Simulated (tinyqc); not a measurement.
Extended Hueckel theory, for PH3+, step by step. The parameters take no account of the charge, which enters only through the electron count. One step of it, computed by the program tinyqc.

Question. Wolfsberg-Helmholz matrix. H_ij = K' S_ij (H_ii + H_jj)/2 for i != j (the diagonal keeps H_ii), with K' = K + D^2 + D^4 (1 - K), D = (H_ii - H_jj)/(H_ii + H_jj), K = 1.5.

overlap S, lower triangle:
```
           1P 3s     1P 3px     1P 3py     1P 3pz     2H 1s     3H 1s     4H 1s
1P 3s   1.000000
1P 3px  0.000000   1.000000
1P 3py  0.000000   0.000000   1.000000
1P 3pz  0.000000   0.000000   0.000000   1.000000
2H 1s   0.394370   0.467225   0.000000  -0.281721  1.000000
3H 1s   0.394484  -0.233681   0.404610  -0.281803  0.085999  1.000000
4H 1s   0.394484  -0.233681  -0.404610  -0.281803  0.085999  0.086078  1.000000
```

diagonal H_ii (eV): 1P 3s -18.600000, 1P 3px -14.000000, 1P 3py -14.000000, 1P 3pz -14.000000, 2H 1s -13.600000, 3H 1s -13.600000, 4H 1s -13.600000

K = 1.500000

Give: H.

Answer.

H (eV), lower triangle:
```
          1P 3s   1P 3px   1P 3py   1P 3pz    2H 1s    3H 1s    4H 1s
1P 3s   -18.600
1P 3px    0.000  -14.000
1P 3py    0.000    0.000  -14.000
1P 3pz    0.000    0.000    0.000  -14.000
2H 1s    -9.675   -9.673    0.000    5.832  -13.600
3H 1s    -9.678    4.838   -8.377    5.834   -1.754  -13.600
4H 1s    -9.678    4.838    8.377    5.834   -1.754   -1.756  -13.600
```
